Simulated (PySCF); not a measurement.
Molecule: SMILES CCCO, C$_{3}$H$_{8}$O.

Geometry:
```
atom   x (Å)   y (Å)   z (Å)
  C1  -1.493   0.083   0.265
  C2  -0.186   0.088  -0.510
  C3   1.016  -0.283   0.343
  O4   2.214  -0.344  -0.383
  H5  -1.710  -0.917   0.675
  H6  -1.463   0.786   1.114
  H7  -2.343   0.369  -0.371
  H8  -0.235  -0.612  -1.360
  H9  -0.016   1.090  -0.948
 H10   1.090   0.416   1.203
 H11   0.865  -1.286   0.776
 H12   2.377   0.530  -0.753
```

Geometry PBE0-D3(BJ)/def2-SVP throughout; GIAO in PySCF 2.14, gas phase, one conformer, non-relativistic; equivalent atoms averaged; functional PBE0.

For orientation, STO-3G gives these shifts δ (against TMS, H2O at the same level): C3 54.4, C2 26.2, C1 18.7, O4 -1.1, H10/H11 1.82, H8/H9 0.77, H5/H6/H7 0.67, H12 -2.58 ppm.

A run gave: C3 69.8, C2 30.2, C1 12.2, O4 39.0, H10/H11 3.72, H8/H9 1.40, H5/H6/H7 1.01, H12 -1.20 ppm (shifts δ (against TMS, H2O at the same level)).

Which basis set was used in that run?
A. pcSseg-1
B. 6-31G
C. 6-31G*
D. pcSseg-0

Answers

D. H12 tells them apart best: pcSseg-0 gives -1.20, 6-31G* gives -0.65, pcSseg-1 gives -0.36, 6-31G gives -0.84 ppm.
